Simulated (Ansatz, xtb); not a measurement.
System: C$_{4}$H$_{5}$, net charge 0, doublet state. It need not be the lowest isomer of its formula. 
Structure (B3LYP-D3(BJ)/def2-TZVP (Ansatz, a first-principles code) minimum search):
```xyz
9

C     -0.0023    -0.0132     0.4066
C      0.0043    -0.8071    -0.8379
C      0.0056     0.7071    -0.9042
C     -0.0097     0.0279     1.6874
H     -0.9073    -1.3282    -1.1062
H      0.9184    -1.3292    -1.0957
H      0.9217     1.2083    -1.1922
H     -0.9066     1.2094    -1.2027
H     -0.0138     0.7515     2.4848
```
Charge 0, spin multiplicity 2.

Harmonic wavenumbers from GFN2-xTB (xtb, at its own minimum), cm⁻¹: 304, 328, 615, 646, 765, 784, 828, 855, 990, 998, 1046, 1131, 1199, 1409, 1441, 1895, 3066, 3070, 3076, 3094, 3247.

Problem. Give the harmonic wavenumbers at B3LYP-D3(BJ)/def2-TZVP (Ansatz, finite differences of forces, unscaled).

Solution. 295, 331, 654, 743, 757, 773, 860, 882, 1036, 1070, 1070, 1095, 1178, 1453, 1472, 1795, 3111, 3116, 3187, 3203, 3258 cm⁻¹. Zero-point energy 44.8 kcal/mol.

Problem. From these and the geometry, give the ideal-gas thermochemistry at 298.15 K and 1 atm (rigid rotor, harmonic oscillator).

Solution. Point group Cs, rotational symmetry number 1. Rotational constants 20.98, 7.276, 5.821 GHz. S(trans) 37.83, S(rot) 23.41, S(vib) 4.48, S(elec, spin only) 1.38, S 67.1 cal/(mol K). H(298) - H(0) 3.30 kcal/mol; G - E(el) 28.1 kcal/mol.
